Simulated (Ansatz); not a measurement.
KLaGeS₄ (P2₁, No. 4; cell taken from a computed entry) was calculated with r²SCAN+SOC (PAW; Ansatz, a program for electronic structure).

Excerpt of the program's output:

```
Crystal: 14 atoms, lattice volume = 366.285 Å³
Basis set: ecut = 560 eV, 11001 PW (Γ), exchange–correlation on 162×162×216 points (27 copies of the dense FFT grid, shifted against one another)
Bands: 144, of which v1, the nominal top of the filled ones, is band 116 counted from 1 (115 counted from 0)
Symmetry: 2 space group operations + 2 with time reversal
k-points: 30 of 64 (time reversal used)
Initial density: superposition of atomic densities (chi_scale 0.1, normalization cell, long waves kept (reshape's long-wave potential 0.06 eV rms))
Functional: x = r2scan, c = r2scan; τ floored in thin density (d = 2e-4 eV/Å³)
spin=Noncollinear: Resta preconditioning applied to the charge; magnetization (m_x, m_y, m_z) channels mix plain (no charge-response kernel on spin).
SCF 1 converged in 11 iterations: F = -31451.045451 eV  dr2 = 1.04e-9
SCF converged after 11 iterations
Free energy (F): -31451.045451 eV
Internal energy: -31451.045451 eV  (E = F + TS)
E sigma→0 (E₀):  -31451.045451 eV
Fermi energy:    6.411217 eV
--- Forces (eV/Å), atoms counted from 1 ---
  atom   1  K     -0.00444350    -0.00244894     0.01883028
  atom   2  K      0.00444350    -0.00244894    -0.01883028
  atom   3  La    -0.00528879    -0.03768673     0.01862801
  atom   4  La     0.00528879    -0.03768673    -0.01862801
  atom   5  Ge    -0.05109330    -0.01521729    -0.08874075
  atom   6  Ge     0.05109330    -0.01521729     0.08874075
  atom   7  S     -0.13095185     0.12830315     0.12332529
  atom   8  S      0.13095185     0.12830315    -0.12332529
  atom   9  S     -0.17589148    -0.01105679    -0.04847301
  atom  10  S      0.17589148    -0.01105679     0.04847301
  atom  11  S     -0.13018977    -0.19098489     0.13225130
  atom  12  S      0.13018977    -0.19098489    -0.13225130
  atom  13  S     -0.08172235     0.12912595    -0.07378037
  atom  14  S      0.08172235     0.12912595     0.07378037
--- Stress (GPa, compression-positive) ---
        1.316455       0.000000       0.010078
        0.000000       1.388134       0.000000
        0.010078       0.000000       0.989187
  P = ⅓ Tr σ = 1.2313 GPa (12.313 kbar)
```

Task: Write an input file that could have produced this run (the log leaves some choices open).

Result: Several could match; the one computed here: 
Ansatz 0.2 input:
```yaml
crystal:
  lattice:
    - [6.627581668, 0.0, 0.0064437563]
    - [0.0, 6.6699539352, 0.0]
    - [-2.5922383552, 0.0, 8.2834176232]
  atoms:
    - { symbol: K, position: [0.7336786563, 0.4879057522, 0.9348435486] }
    - { symbol: K, position: [0.2663213437, 0.9879057522, 0.0651564514] }
    - { symbol: La, position: [0.2318104302, 0.0031212309, 0.5542873668] }
    - { symbol: La, position: [0.7681895698, 0.5031212309, 0.4457126332] }
    - { symbol: Ge, position: [0.2189852746, 0.474001018, 0.3167854536] }
    - { symbol: Ge, position: [0.7810147254, 0.974001018, 0.6832145464] }
    - { symbol: S, position: [0.0213754092, 0.7311871175, 0.7297948428] }
    - { symbol: S, position: [0.9786245908, 0.2311871175, 0.2702051572] }
    - { symbol: S, position: [0.4173275238, 0.4712399825, 0.1555216918] }
    - { symbol: S, position: [0.5826724762, 0.9712399825, 0.8444783082] }
    - { symbol: S, position: [0.9824376536, 0.2455902164, 0.7156326152] }
    - { symbol: S, position: [0.0175623464, 0.7455902164, 0.2843673848] }
    - { symbol: S, position: [0.413538806, 0.4261146826, 0.5720175837] }
    - { symbol: S, position: [0.586461194, 0.9261146826, 0.4279824163] }
basis:
  ecutwfc: 560
  ecutrho_ratio: 4
  xc_grid: 3
kpoints:
  mp_grid: { grid: [4, 4, 4] }
hamiltonian:
  xc: r2scan
  dispersion: none
  pseudopotentials: { kind: paw }
scf:
  occupations: { method: fermi_dirac, width: 0.01 }
  convergence: { dr2_threshold: 0.0000000014 }
output:
  forces: true
  stress: true
  eigenvalues: true
magnetization:
  noncollinear: true
  spin_orbit: true
```

The PAW data were made under PBE.

Note: cell and atoms aren't relaxed at this level (largest force component 0.19 eV/Å, pressure 1.2 GPa).

It cost roughly 24 core-minutes of CPU time.
